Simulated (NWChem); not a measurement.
**Correlation energy of HN**

```
N
H 1 1.0605
```
Charge 0, spin multiplicity 3.

Everything below was run with NWChem. Structure: optimised with UPBE/def2-SVP, a minimum by its harmonic frequencies.

Basis set: cc-pVTZ. Each correlation energy counts from its own Hartree-Fock reference.

```
method           correlation energy (mHa)
---------------  ------------------------
CCSD on ROHF                       -163.8
CCSDT on ROHF                      -168.2
CCSD on UHF                        -156.3
CCSD[T] on ROHF                    -168.0
CCSD(T) on UHF                     -160.1
CCSD[T] on UHF                     -160.2
URI-MP2                            -137.1
SCS-UMP2                           -136.3
UMP2                               -137.1
CCSD(T) on ROHF                    -168.0
```

The values span 31.9 mHa, from CCSDT on ROHF (lowest) to SCS-UMP2 (highest). 

The correlated methods keep 1 core orbital frozen. This spin state was chosen for the runs; another may lie lower. The structure started from a generated list of species. The unpaired electrons of the parent sit in orbitals of symmetry b1 and b2 (C2v labels of the run); other states weren't searched. The stability of the SCF solutions was not checked. Open-shell Hartree-Fock references start from PBE0 orbitals. Coupled-cluster values serve here as a point of comparison, not as the truth.
